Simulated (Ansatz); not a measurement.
Compare A (`CC1(N)CO1`) with its isomer B (`C/C(O)=C/N`).

Calculated with Ansatz (gas phase, PBE0-D4/def2-TZVP geometries, no zero-point term in ΔE). CCSD(T)/CBS is the MP2 limit (def2-TZVPP, def2-QZVPP) plus CCSD(T) − MP2 in def2-TZVPP, frozen cores. DFT in def2-TZVPP. B3LYP here is the variant with VWN-RPA as its local correlation; programs differ in this. One conformer a species, not always the lowest.

A:

```xyz
12

C    -0.1273   -1.3473    0.2752
C     0.0095    0.1308    0.0679
N    -1.0166    0.8844    0.6814
C     0.6901    0.6640   -1.1017
O     1.3593    0.6241    0.1552
H    -0.1090   -1.5824    1.3435
H    -1.0728   -1.7039   -0.1365
H     0.6980   -1.8749   -0.2016
H    -1.0766    0.6783    1.6710
H    -0.8638    1.8779    0.5707
H     1.0773   -0.0098   -1.8637
H     0.4318    1.6589   -1.4615
```

B:

Z-matrix (Å, degrees):
```
C
C 1 1.482
H 1 1.093 2 110.3
H 1 1.093 2 110.3 3 118.3
H 1 1.090 2 110.8 3 -120.8
O 2 1.347 1 113.9 3 -59.2
C 2 1.338 1 125.5 3 120.8
H 6 0.976 2 104.0 1 -180.0
N 7 1.429 2 117.3 1 -180.0
H 7 1.085 2 120.9 1 0.0
H 9 1.012 7 112.4 2 -119.3
H 9 1.013 7 112.4 2 119.3
```

Which is lower in electronic energy at CCSD(T)/CBS, and by how much? (An estimate is asked.)

Computed: B, by 13.7 kcal/mol.

Give E(B) − E(A) in kcal/mol with PBE0-D4, CCSD(T)/def2-TZVPP, PBE-D4, BLYP-D4, B3LYP-D4, r2SCAN-D4, MP2/def2-TZVPP. (Best estimate.)

Computed: PBE0-D4 -12.8, CCSD(T)/def2-TZVPP -13.2, PBE-D4 -13.4, BLYP-D4 -16.2, B3LYP-D4 -15.6, r2SCAN-D4 -12.8, MP2/def2-TZVPP -12.1. None reverses the order clearly.

Does the order hold for the free energy at 298.15 K (harmonic terms from PBE0-D4)? (Best estimate.)

Computed: Yes: G(B) − G(A) = -14.0 kcal/mol, for one conformer each.

Largest T1 diagnostic: 0.011.

In def2-TZVPP, CCSD(T) changes the Hartree–Fock value by +1.7 kcal/mol (the triples alone add −0.1 kcal/mol) and MP2 by +2.8 kcal/mol. Leaving LDA and LC-ωPBE aside and taking each functional with its dispersion term where it has one, the values, not all of them listed here, spread over 5.5 kcal/mol, from BLYP-D4 to ωB97X-V. LDA lies −1.0 kcal/mol from PBE without D4.
